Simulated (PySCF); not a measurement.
# Potential energy of CH⁺ along the bond

Set-up: PySCF, no relativity, basis sets H def2-TZVPPD, C def2-TZVPPD. Energies in eV from H + C⁺ in their ground configurations at the same level. State: ¹Σ⁺ (singlet), closed shell.

All columns are PBE0. A positive dipole points towards C; it is taken about the centre of mass and depends on that origin.

```json
{"R (Å)": "0.980", "E (eV)": "-3.645", "μ (D)": "-1.79", "Mulliken charge on H (basis-dependent)": "0.18", "HOMO (eV)": "-20.14", "LUMO (eV)": "-14.65", "Mayer bond order": "0.91", "⟨S²⟩": "0.00"}
{"R (Å)": "1.026", "E (eV)": "-3.896", "μ (D)": "-1.79", "Mulliken charge on H (basis-dependent)": "0.16", "HOMO (eV)": "-20.06", "LUMO (eV)": "-14.60", "Mayer bond order": "0.95", "⟨S²⟩": "0.00"}
{"R (Å)": "1.072", "E (eV)": "-4.042", "μ (D)": "-1.80", "Mulliken charge on H (basis-dependent)": "0.15", "HOMO (eV)": "-19.97", "LUMO (eV)": "-14.54", "Mayer bond order": "0.98", "⟨S²⟩": "0.00"}
{"R (Å)": "1.106", "E (eV)": "-4.096", "μ (D)": "-1.80", "Mulliken charge on H (basis-dependent)": "0.15", "HOMO (eV)": "-19.90", "LUMO (eV)": "-14.50", "Mayer bond order": "0.99", "⟨S²⟩": "0.00"}
{"R (Å)": "1.140", "E (eV)": "-4.113", "μ (D)": "-1.80", "Mulliken charge on H (basis-dependent)": "0.16", "HOMO (eV)": "-19.83", "LUMO (eV)": "-14.46", "Mayer bond order": "0.99", "⟨S²⟩": "0.00"}
{"R (Å)": "1.174", "E (eV)": "-4.098", "μ (D)": "-1.81", "Mulliken charge on H (basis-dependent)": "0.17", "HOMO (eV)": "-19.75", "LUMO (eV)": "-14.43", "Mayer bond order": "1.00", "⟨S²⟩": "0.00"}
{"R (Å)": "1.220", "E (eV)": "-4.039", "μ (D)": "-1.82", "Mulliken charge on H (basis-dependent)": "0.18", "HOMO (eV)": "-19.64", "LUMO (eV)": "-14.38", "Mayer bond order": "0.99", "⟨S²⟩": "0.00"}
{"R (Å)": "1.277", "E (eV)": "-3.915", "μ (D)": "-1.84", "Mulliken charge on H (basis-dependent)": "0.20", "HOMO (eV)": "-19.49", "LUMO (eV)": "-14.32", "Mayer bond order": "0.99", "⟨S²⟩": "0.00"}
{"R (Å)": "1.345", "E (eV)": "-3.716", "μ (D)": "-1.86", "Mulliken charge on H (basis-dependent)": "0.22", "HOMO (eV)": "-19.30", "LUMO (eV)": "-14.25", "Mayer bond order": "0.97", "⟨S²⟩": "0.00"}
{"R (Å)": "1.436", "E (eV)": "-3.396", "μ (D)": "-1.91", "Mulliken charge on H (basis-dependent)": "0.25", "HOMO (eV)": "-19.02", "LUMO (eV)": "-14.15", "Mayer bond order": "0.96", "⟨S²⟩": "0.00"}
```

A fit through these points gives, at Re = 1.140 Å, μ = -1.80 D and dμ/dR = -0.141 D/Å; the reduced mass is 0.9297 u.

Task: How strong is the fundamental in the double-harmonic approximation, I = 42.26·(dμ/dR)²/μred km/mol?

Result: I = 42.26·(-0.141)²/0.9297 = 0.904 km/mol at PBE0.

For an ion De counts to the pair picked by the measured ionisation energies or electron affinities, which need not be the lowest pair at this level.
